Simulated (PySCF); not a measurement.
C2H3Cl2 (doublet state).
Structure used (GFN2-xTB), in Å, numbered top down from 1:
```
atom  x, y, z in Å
Cl1   -1.635    1.279    0.659
C2    -0.852   -0.013   -0.094
C3     0.530   -0.286    0.183
Cl4    1.646    0.747   -0.937
H5    -1.350   -0.423   -0.956
H6     0.818   -1.304   -0.062
H7     0.847    0.004    1.181
```

The hyperfine couplings belong to this conformer and change with its torsions.

The species is `Cl[CH]CCl` [radical].

Method: UKS B3LYP, pcH-1 on C Cl H, non-relativistic, mean-field spin-orbit, GIAO in PySCF. Geometry: GFN2-xTB, one conformer, isolated molecule. A GFN2-xTB geometry isn't a minimum of the functional, and hyperfine couplings can be far from their values at a DFT geometry.

Question: What are Nα, Nβ and the exact ⟨S²⟩?

Answer: Nα = 25, Nβ = 24 (49 in all), and S(S+1) = 0.75 for S = 1/2.

Mulliken spin populations, one withheld:

| atom | bound to | population |
| --- | --- | --- |
| Cl1 | C2 | +0.1056 |
| C2 | Cl1, C3, H5 | +0.8280 |
| C3 | C2, Cl4, H6, H7 | -0.0628 |
| Cl4 | C3 | ? |
| H5 | C2 | -0.0347 |
| H6 | C3 | +0.0074 |
| H7 | C3 | +0.0061 |

Question: Complete the table.

Answer: The populations add up to Nα − Nβ = 1, and the others sum to 0.8496, so Cl4 holds +0.150.

Question: How is the spin shared among the elements?

Answer: Carbon +0.77, chlorine +0.26, hydrogen -0.02. The positive populations sum to 1.10, the negative ones to -0.10.

Question: With ⟨S²⟩ = 0.7552, find the sum of squared α–β overlaps and estimate the admixture of higher spin.

Answer: For a single determinant ⟨S²⟩ = S(S+1) + Nβ − Σ|⟨iα|jβ⟩|², so the squared overlaps of occupied orbitals sum to 24 − 0.0052 = 23.9948. If the quartet state (S + 1) were the only admixture, its weight would be 0.0052/(2S + 2) = 0.17 %. For Kohn–Sham this describes the determinant of the orbitals, not the true wave function.

Question: What Fermi-contact NMR shifts do the couplings of C3, H5, H6/H7 imply at 298 K (Curie law, g = gₑ)?

Answer: δ = a_FC·h·gₑ μB S(S+1)/(3 g_N μN kT), with k/h = 20836.6 MHz/K:

```tsv
nuclei	isotope	a_FC (MHz)	g_N	contact shift (ppm)
C3	13C	3.73	1.4048	+393
H5	1H	-52.70	5.5857	-1397
H6/H7	1H	18.77	5.5857	+497
```

The shifts go as 1/T: at 348 K they are 0.856 times these. Entries for several nuclei are means.

Means are taken over nuclei equivalent by connectivity, which assumes that they swap fast. The 1H value of +18.7 MHz is a mean of couplings from 15.4 to 22.1 MHz in this one geometry, not an average over conformers.

Examples of negative spin density at the nucleus (bohr⁻³): H5 (-0.0118).
